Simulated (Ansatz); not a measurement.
Run this with Ansatz 0.2.0, Python API and show what comes out.

Script `md.py`:
```python
import ansatz as az
from ase import Atoms
import numpy as np

atoms = Atoms(['C', 'N', 'C', 'H', 'H', 'H', 'H', 'H'], positions=[
    (-0.71505, 0.69282, -0.84004),
    (0.39126, 0.58853, -0.26661),
    (0.63312, -0.49115, 0.65298),
    (-1.56403, 0.01197, -0.70283),
    (-0.85854, 1.51411, -1.52685),
    (-0.08237, -0.4808, 1.47911),
    (0.55539, -1.45991, 0.15374),
    (1.64023, -0.37558, 1.0505),
])
c2h5n = az.Crystal.molecule_from_ase(atoms)

setup = c2h5n.calculation().basis(gaussian='def2-SVP').functional('PBE')
symbols = [site.symbol for site in c2h5n.cartesian_sites]
start = np.array([site.position_ang for site in c2h5n.cartesian_sites], dtype=float)
r = setup.relax(force_tolerance=0.02, max_steps=100).run(threads=1).report
end = np.array(r['positions_ang'])
minimum = az.Crystal.molecule()
for symbol, place in zip(symbols, end):
    minimum = minimum.atom(symbol, place.tolist())

setup = (
    minimum.calculation()
    .basis(gaussian='def2-SVP')
    .functional('PBE')
    .md('nve', timestep=1.0, steps=40, temperature=800, initial_velocities='maxwell_boltzmann', seed=11)
)
frames = []
done = setup.session().plan().execute(on_event=lambda e: frames.append(e['data']) if e['event'] == 'md_step' else None)
print('t (fs)   E_pot (eV)      E_kin (eV)   T (K)   d(0-1) (A)')
for f in frames[::1]:
    xyz = np.array(f['positions_ang'])
    print(f'{f["time_fs"]:6.2f} {f["lagrangian_ev"]:14.5f} {f["e_kin_ev"]:10.5f} {f["temperature_k"]:8.1f} {np.linalg.norm(xyz[0] - xyz[1]):9.4f}')
kept = np.array([f['conserved_ev'] for f in frames])
print(f'conserved energy moves by at most {1000 * np.ptp(kept):.3f} meV')
```

```console
$ python md.py
t (fs)   E_pot (eV)      E_kin (eV)   T (K)   d(0-1) (A)
  0.00    -3637.13075    0.62045    800.0    1.2732
  1.00    -3637.06337    0.55649    717.5    1.2701
  2.00    -3636.92408    0.42667    550.1    1.2670
  3.00    -3636.84855    0.35279    454.9    1.2640
  4.00    -3636.86181    0.35868    462.5    1.2612
  5.00    -3636.86112    0.35474    457.4    1.2592
  6.00    -3636.79187    0.28908    372.7    1.2584
  7.00    -3636.70153    0.20404    263.1    1.2591
  8.00    -3636.66948    0.17449    225.0    1.2610
  9.00    -3636.73418    0.23699    305.6    1.2639
 10.00    -3636.86189    0.35926    463.2    1.2674
 11.00    -3636.96942    0.46201    595.7    1.2714
 12.00    -3636.98653    0.47969    618.5    1.2753
 13.00    -3636.92588    0.42581    549.0    1.2786
 14.00    -3636.88398    0.38744    499.6    1.2807
 15.00    -3636.90876    0.40673    524.4    1.2814
 16.00    -3636.92606    0.41939    540.8    1.2809
 17.00    -3636.86755    0.36310    468.2    1.2797
 18.00    -3636.76169    0.26247    338.4    1.2784
 19.00    -3636.68560    0.18954    244.4    1.2771
 20.00    -3636.68804    0.19110    246.4    1.2762
 21.00    -3636.75613    0.25536    329.3    1.2759
 22.00    -3636.83092    0.32586    420.2    1.2764
 23.00    -3636.84848    0.34196    440.9    1.2776
 24.00    -3636.79256    0.29012    374.1    1.2791
 25.00    -3636.72899    0.23251    299.8    1.2805
 26.00    -3636.74209    0.24374    314.3    1.2810
 27.00    -3636.80497    0.29962    386.3    1.2804
 28.00    -3636.81883    0.31275    403.3    1.2791
 29.00    -3636.76703    0.26601    343.0    1.2773
 30.00    -3636.71927    0.22211    286.4    1.2753
 31.00    -3636.73354    0.23598    304.3    1.2734
 32.00    -3636.80539    0.30467    392.8    1.2718
 33.00    -3636.88615    0.38182    492.3    1.2709
 34.00    -3636.92050    0.41430    534.2    1.2707
 35.00    -3636.88293    0.37857    488.1    1.2711
 36.00    -3636.80536    0.30558    394.0    1.2717
 37.00    -3636.75567    0.25706    331.4    1.2718
 38.00    -3636.74979    0.24687    318.3    1.2712
 39.00    -3636.72889    0.22441    289.3    1.2700
 40.00    -3636.66772    0.16692    215.2    1.2685
conserved energy moves by at most 15.313 meV
```

What to keep in mind:
- Total energies depend on the basis set; only differences at equal settings carry meaning.
- The trajectory is only some femtoseconds long, so its temperature is not equilibrated; where the script doesn't relax first, it starts from a rough generated geometry.
- The temperature counts the internal degrees of freedom alone.
- With hydrogen a step over 0.5 fs is long.
- Finished in 72 s on 1 thread of Arm Neoverse V1 (shared host), peak memory 0.16 GiB.
